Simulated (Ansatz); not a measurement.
C$_{3}$H$_{4}$S, SMILES `C=CC=S`, 8 atoms. Charge 0, multiplicity 1. All runs use 2 threads of an Arm Neoverse V1 on a shared host. Correlated methods freeze the cores.

Q: How many basis functions does each run have, and how long does it take in Ansatz? RKS r2SCANh-D4/def2-TZVPP energy; RKS PBE0-D4/def2-TZVPP energy; RKS PBE0-D4/def2-SVP energy; RKS ωB97M-V/def2-QZVPP energy; RKS PBE0-D4/def2-TZVP relaxation (7 steps); RKS PBE0-D4/def2-QZVPP energy; RKS PBE0-D4/def2-TZVP frequencies; RKS ωB97M-V/def2-SVP energy; RHF-CCSD(T)/def2-TZVPP energy; RKS BHLYP-D4/def2-TZVPP energy; RHF-CCSD(T)/def2-SVP energy; RHF-MP2/def2-QZVPP energy. (Best estimate.)

A: The calculation gave: Other jobs shared the machine, so times are rough.

```tsv
level	job	functions	wall time	peak host memory (GiB)
RKS PBE0-D4/def2-SVP	energy	80	1 s	0.39
RHF-CCSD(T)/def2-SVP	energy	80	2.5 s	0.39
RKS PBE0-D4/def2-TZVPP	energy	191	2.8 s	0.34
RKS BHLYP-D4/def2-TZVPP	energy	191	2.8 s	0.39
RKS ωB97M-V/def2-SVP	energy	80	3.6 s	0.39
RKS r2SCANh-D4/def2-TZVPP	energy	191	4.9 s	0.39
RKS PBE0-D4/def2-QZVPP	energy	361	7 s	0.86
RKS ωB97M-V/def2-QZVPP	energy	361	17 s	1.1
RHF-MP2/def2-QZVPP	energy	361	20 s	1.5
RKS PBE0-D4/def2-TZVP	relaxation (7 steps)	154	23 s	0.3
RHF-CCSD(T)/def2-TZVPP	energy	191	51 s	2.1
RKS PBE0-D4/def2-TZVP	frequencies	154	96 s	0.39
```
